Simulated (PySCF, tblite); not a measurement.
Isomers of [C4H5FO]+ (charge +1 and doublet state), one GFN2-xTB conformer each. Single-point energies are computed at B3LYP/pcH-1 (PySCF, gas phase, no added dispersion term), electronic only. GFN2-xTB treats the open shell by occupation alone, and not every SCF solution was tested for stability.

| SMILES | GFN2-xTB relative energy (kJ/mol) |
| --- | --- |
| F[C+]1[CH]COC1 | 0.0 |
| C[C+](F)[CH]C=O | 101.2 |

Conformers: `[CH3:1][C+:2]([F:3])[CH:4][CH:5]=[O:6]` (charge +1 and doublet state) with C1–C2–C4–C5 -1°, C2–C4–C5–O6 -7°.

Task: What does B3LYP/pcH-1 give for the same structures?

Result: 
```json
{"SMILES": "F[C+]1[CH]COC1", "B3LYP/pcH-1 E (Eh)": "-330.13881", "B3LYP/pcH-1 (kJ/mol)": "0.0", "GFN2-xTB (kJ/mol)": "0.0", "point group": "Cs"}
{"SMILES": "C[C+](F)[CH]C=O", "B3LYP/pcH-1 E (Eh)": "-330.13682", "B3LYP/pcH-1 (kJ/mol)": "5.2", "GFN2-xTB (kJ/mol)": "101.2", "point group": "–"}
```

Both levels put the same isomer lowest. Neighbours under 21 kJ/mol apart (F[C+]1[CH]COC1 and C[C+](F)[CH]C=O) can change places with a better method, another conformer or zero-point energy.

Task: What happens when harmonic zero-point energies from GFN2-xTB frequencies are added?

Result: 
```csv
SMILES,ZPE (kJ/mol),electronic (kJ/mol),with ZPE (kJ/mol)
F[C+]1[CH]COC1,206.6,0.0,1.7
C[C+](F)[CH]C=O,199.7,5.2,0.0
```

The zero-point energies span 6.9 kJ/mol. C[C+](F)[CH]C=O becomes the lowest.
